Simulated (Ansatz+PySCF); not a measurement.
Values are calculated unless marked as measured or tabulated.
Several solutions for doublet NO

```yaml
atoms:
  - { symbol: N, position_ang: [0.0000, 0.0000, -1.8278] }
  - { symbol: O, position_ang: [0.0000, 0.0000, 1.5994] }
```

Basis set: cc-pVDZ (spherical functions). Charge 0, multiplicity 2.

PBE0 (unrestricted) was run from several starts with Ansatz (development build ahead of 0.2.0) and PySCF 2.14.0.

| run | program | start | converged | energy (hartree) | <S²> |
| --- | --- | --- | --- | --- | --- |
| A | Ansatz | search for the lowest state | yes | -129.52439 | 2.75 |
| B | Ansatz | atomic start, no search | yes | -129.45204 | 2.75 |
| C | PySCF | guess minao, instabilities followed | yes | -129.52439 | 2.75 |
| D | PySCF | program defaults | yes | -129.52430 | 2.75 |

**Question.** Which runs reached the lowest solution of this kind, and what is wrong with the others?

**Answer.** A, C, D reached the lowest solution found or ended within 0.01 eV of it (a small difference can mark another solution nearby). Converged but too high: B by 1.97 eV. Convergence only shows a stationary point, and even a stable one can lie too high; stability tests and further starts are what find lower ones. Caution: charge can spread falsely over distant fragments. Caution: the unrestricted determinant is a mixture of spin states.
